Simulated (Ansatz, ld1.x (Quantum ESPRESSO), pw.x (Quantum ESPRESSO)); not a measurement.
## rhodium (Rh): one change to the ultrasoft potential, in the atom and in the bcc crystal

Rh (Z = 45), ultrasoft, made with ld1.x (Quantum ESPRESSO) 7.5 (PBEsol, scalar-relativistic). Core [Kr], reference 4d8 5s1 5p0. Waves: 5s (bound): rcut 2.50, rcutus 3.10 bohr; 5s channel at 3.2 Ry: rcut 2.50, rcutus 3.10 bohr; 5p (bound, empty): rcut 2.85, rcutus 3.15 bohr; 5p channel at 1.75 Ry: rcut 2.85, rcutus 3.15 bohr; 4d (bound): rcut 1.55, rcutus 1.70 bohr; 4d channel at -0.15 Ry: rcut 1.55, rcutus 1.70 bohr. Local part: all-electron potential smoothed inside 2.35 bohr (lloc = -1). Core correction: none. Augmentation charge: PSQ, radius 1.65 bohr.

Change: all radii scaled by about 1.09 (s 3.38, p 3.44, d 1.86 bohr, rcut 2.72/3.10/1.68); local potential all-electron potential smoothed inside 2.56 bohr (lloc = -1); augmentation PSQ, radius 1.80 bohr.

Cutoffs, loose and tight: the cutoffs (Ry, on a coarse ladder) from which the occupation-weighted sum of valence levels, in a spherical-Bessel basis at the reference potential, stays within 10 and 1 mRy of its value at 400 Ry. They do not see the model core or the augmentation charge, which bear on the density cutoff. Test errors are all-electron minus pseudo excitation energies from the reference, over the configurations 4d8 5s0 5p0; 4d7 5s0 5p0; 4d6 5s0 5p0; 4d7 5s1 5p1; 4d8.5 5s0.5 5p0; 4d7 5s1 5p0; 4d8 5s0 5p1; variants that change the core or the reference have their own tests.

Crystal test: bcc Rh in pw.x 7.5, no spin, 15³ k-points, Fermi–Dirac smearing 0.01 Ry, cutoffs set for each file from its atomic test. The reference is all-electron LAPW (Ansatz 0.2.0) with the same functional, mesh and smearing; V0 and B0 come from Birch–Murnaghan fits to the pressures at five volumes. Errors are pseudo minus all-electron; Δ is the rms difference of the E(V) curves that follow from these fits, minima aligned, over ±6 % about the mean V0. Mesh and smearing are coarse, so the numbers serve the comparison and aren't converged zero-temperature values; the lattice is a test structure that the element need not adopt.

All-electron: a0 = 3.032 Å (V0 = 13.94 Å³/atom), B0 = 264.3 GPa.

**Question.** Does the change bring the crystal closer to the all-electron result?

**Answer.** The mean pressure error goes from +7.40 to +12.39 GPa, so the change moves the solid further from the all-electron pressures.

```csv
quantity,base,changed
outcome (atom),generated,generated
"cutoff, loose (atom)",40 Ry,30 Ry
"cutoff, tight (atom)",70 Ry,50 Ry
bound ghosts (atom),none,none
largest test error (meV) (atom),-344,-381
cutoffs in pw.x (Ry),85/680,60/480
a0 (Å),3.057,3.073
a0 error (%),+0.83,+1.34
B0 error (%),+2.7,+3.3
Δ (meV/atom),21.0,34.0
mean pressure error (GPa),+7.40,+12.39
```

Base: The largest radius (3.15 bohr) exceeds half the bond length (2.48 bohr), so the spheres overlap, which is one possible source of error among others. This is a poor potential for the solid. Changed file: The largest radius (3.44 bohr) exceeds half the bond length (2.48 bohr), so the spheres overlap, which is one possible source of error among others. This is a poor potential for the solid. The atomic cutoffs weigh occupied waves only.
